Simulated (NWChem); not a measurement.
Molecule: hydrogen chloride (HCl); SMILES Cl

Program: NWChem. Coordinates come from a PBE0-D3(BJ)/def2-TZVP optimisation. Solvent water, SMD (1 M gas to 1 M solution), gas-phase geometry.

```json
[
 {"level": "PBE0/3-21G", "basis functions": "15", "solvation free energy (kcal/mol)": "-2.5", "cavity-dispersion-structure term (kcal/mol)": "1.2", "dipole in solution (D)": "2.21"},
 {"level": "PBE0/pcseg-1", "basis functions": "23", "solvation free energy (kcal/mol)": "-2.0", "cavity-dispersion-structure term (kcal/mol)": "1.2", "dipole in solution (D)": "___"},
 {"level": "PBE0/aug-pcseg-1", "basis functions": "36", "solvation free energy (kcal/mol)": "-1.7", "cavity-dispersion-structure term (kcal/mol)": "1.2", "dipole in solution (D)": "1.54"},
 {"level": "PBE0/pcseg-2", "basis functions": "48", "solvation free energy (kcal/mol)": "-1.6", "cavity-dispersion-structure term (kcal/mol)": "1.2", "dipole in solution (D)": "1.60"},
 {"level": "PBE0/def2-TZVPP", "basis functions": "56", "solvation free energy (kcal/mol)": "-1.5", "cavity-dispersion-structure term (kcal/mol)": "1.2", "dipole in solution (D)": "1.53"},
 {"level": "PBE0/def2-QZVP", "basis functions": "100", "solvation free energy (kcal/mol)": "-1.5", "cavity-dispersion-structure term (kcal/mol)": "1.2", "dipole in solution (D)": "1.49"}
]
```

What belongs in the gaps?


- PBE0/pcseg-1, dipole in solution (D): 1.79
